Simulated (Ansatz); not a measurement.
in.yaml

```yaml
crystal:
  periodic: [false, false, false]
  atoms:
    - {symbol: B, position_ang: [0.000000, 0.000000, 0.095674]}
    - {symbol: C, position_ang: [0.000000, 0.000000, -1.368483]}
    - {symbol: H, position_ang: [0.000000, 0.000000, 1.272810]}
basis:
  gaussian: {orbitals: def2-SVP}
correlation: {active_space: {window: {electrons: 2, orbitals: 2}, states: [{multiplicity: 2, weights: [0]}]}}
```

```sh
$ ansatz run in.yaml --threads 1 --pin off --events-out ev --progress --plain --max-ram 1536MiB
```

(1) What does the program do with this input?

Results:

(1) Refused. The input was made wrong on purpose (impossible set of states or weights), so the run isn't a sound calculation of what was asked.
```
Error: set 0 asks for 1 states and needs as many positive weights; it has [0.0]
```
